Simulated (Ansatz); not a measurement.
## Born effective charge (magnitude) of rock-salt SrO: levels of theory against measurement

Reference value: 2.47 e (measured, temperature not stated, not corrected to a static lattice, magnitude, our sources range from 2.34 to 2.47; as tabulated in Posternak et al. (1997), arXiv:cond-mat/9702086).

```
level (code)     value (e)  cell (Å³/atom)
---------------  ---------  --------------
LDA (Ansatz)          2.47           16.23
PBE (Ansatz)           ___           17.52
PBEsol (Ansatz)       2.46           16.80
r²SCAN (Ansatz)       2.41           17.17
```

Problem. Fill in the missing entries.

Solution. 
- PBE (Ansatz, an electronic-structure program), value (e): 2.44

Differences against the reference: LDA 0.0 %, PBE -1.2 %, PBEsol -0.4 %, r²SCAN -2.4 %.

Any of these levels can be the nearest once the reference is moved by up to 5.3 % (a margin picked here for doubts on the reference and the settings, and for temperature and zero-point motion) and values within 1.0 % count as equal. Within 10 %: LDA, PBE, PBEsol, r²SCAN.

The reference isn't brought to a static lattice, while the calculations are for one, so the differences are not the levels' errors alone.  Each level is taken at its own relaxed cell. Cutoffs and k meshes differ between the levels. Ansatz's density-functional and Hartree–Fock values are scalar-relativistic unless marked +SOC, with PAW data made under PBE.

Differences are worked out from the printed values.
